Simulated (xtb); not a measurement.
C3H7Cl, charge +1, quartet, at a GFN2-xTB geometry of the parent state (a state made from the parent by changing its charge; the spin is typed, not shown lowest); GFN0-xTB (xtb).

Input for xtb:
```
$ xtb mol.xyz --gfn 0 --chrg 1 --uhf 3 --json

# file mol.xyz
11

C      0.89556841    -0.62693231     0.00894819
C      2.36249557    -0.21115776     0.02829502
C     -0.00837571     0.59425323     0.00182904
H      0.67244806    -1.23599530     0.88678452
H      0.69409767    -1.23025825    -0.87803793
H      3.00106085    -1.09029661     0.03327060
Cl    -1.72614612     0.10884623    -0.02082132
H      2.60373276     0.38459165    -0.84900501
H      2.58209192     0.37885692     0.91510288
H      0.13553048     1.19997169     0.89678449
H      0.15739271     1.20576508    -0.88537060
```

The log (banner, timings and long lists left out):

```
   ID    Z sym.   atoms
    1    6 C      1-3
    2    1 H      4-6, 8-11
    3   17 Cl     7

           -------------------------------------------------
          |                Calculation Setup                |
           -------------------------------------------------

           -------------------------------------------------
          |                 G F N 0 - x T B                 |
           -------------------------------------------------

          ...................................................
          :                      SETUP                      :
          :.................................................:
          :  # basis functions                  36          :
          :  # atomic orbitals                  35          :
          :  # shells                           23          :
          :  # electrons                        25          :
          :  electronic temp.          300.0000000     K    :
          :  accuracy                    1.0000000          :
          :  -> integral cutoff          0.2500000E+02      :
          :  -> integral neglect         0.1000000E-07      :
          ...................................................

         :::::::::::::::::::::::::::::::::::::::::::::::::::::
         ::                     SUMMARY                     ::
         :::::::::::::::::::::::::::::::::::::::::::::::::::::
         :: total energy             -12.517812060577 Eh    ::
         :: gradient norm              0.099843383281 Eh/a0 ::
         :: HOMO-LUMO gap              1.877137406199 eV    ::
         ::.................................................::
         :: H0 energy                -14.040286389450 Eh    ::
         :: repulsion energy           0.164230314549 Eh    ::
         :: electrostat energy         1.360276901447 Eh    ::
         :: -> Gsolv                   0.000000000000 Eh    ::
         ::    -> Gsasa                0.000000000000 Eh    ::
         ::    -> Gshift               0.000000000000 Eh    ::
         :: dispersion energy         -0.002032887124 Eh    ::
         :: short-range corr.          0.000000000000 Eh    ::
         :: add. restraining           0.000000000000 Eh    ::
         :: total charge               1.000000000000 e     ::
         :::::::::::::::::::::::::::::::::::::::::::::::::::::

           -------------------------------------------------
          |                Property Printout                |
[...]

     #   Z          covCN         q      C6AA      α(0)
     1   6 C        3.829    -0.149    26.145     7.365
     2   6 C        3.753    -0.426    33.509     8.353
     3   6 C        3.716    -0.033    23.797     7.051
     4   1 H        0.924     0.221     0.999     1.563
     5   1 H        0.924     0.221     0.999     1.563
     6   1 H        0.925     0.273     0.794     1.394
     7  17 Cl       0.917    -0.002    97.335    15.081
     8   1 H        0.925     0.257     0.852     1.444
     9   1 H        0.925     0.257     0.852     1.444
    10   1 H        0.925     0.191     1.145     1.673
    11   1 H        0.925     0.191     1.145     1.673

 Mol. C6AA /au·bohr⁶  :       1055.955668
 Mol. C8AA /au·bohr⁸  :      29713.539484
 Mol. α(0) /au        :         48.604069

Wiberg/Mayer (AO) data.
largest (>0.10) Wiberg bond orders for each atom

 ---------------------------------------------------------------------------
     #   Z sym  total        # sym  WBO       # sym  WBO       # sym  WBO
 ---------------------------------------------------------------------------
     1   6 C    3.973 --     2 C    1.004     5 H    0.972     4 H    0.972
                             3 C    0.919     7 Cl   0.116
     2   6 C    3.977 --     1 C    1.004     9 H    0.981     8 H    0.981
                             6 H    0.973
     3   6 C    3.853 --     7 Cl   1.085     1 C    0.919    10 H    0.915
                            11 H    0.915
     4   1 H    0.985 --     1 C    0.972
     5   1 H    0.985 --     1 C    0.972
     6   1 H    0.983 --     2 C    0.973
     7  17 Cl   1.464 --     3 C    1.085     1 C    0.116
     8   1 H    0.990 --     2 C    0.981
     9   1 H    0.990 --     2 C    0.981
    10   1 H    1.022 --     3 C    0.915
    11   1 H    1.022 --     3 C    0.915
 ---------------------------------------------------------------------------

Topologies differ in total number of bonds
Writing topology from bond orders to xtbtopo.mol

 dipole moment from electron density (au)
     X       Y       Z
  -2.2816   0.2660  -0.0271  total (Debye):    5.839

           -------------------------------------------------
          | TOTAL ENERGY              -12.517812060577 Eh   |
          | GRADIENT NORM               0.099843383281 Eh/α |
          | HOMO-LUMO GAP               1.877137406199 eV   |
           -------------------------------------------------

normal termination of xtb
```
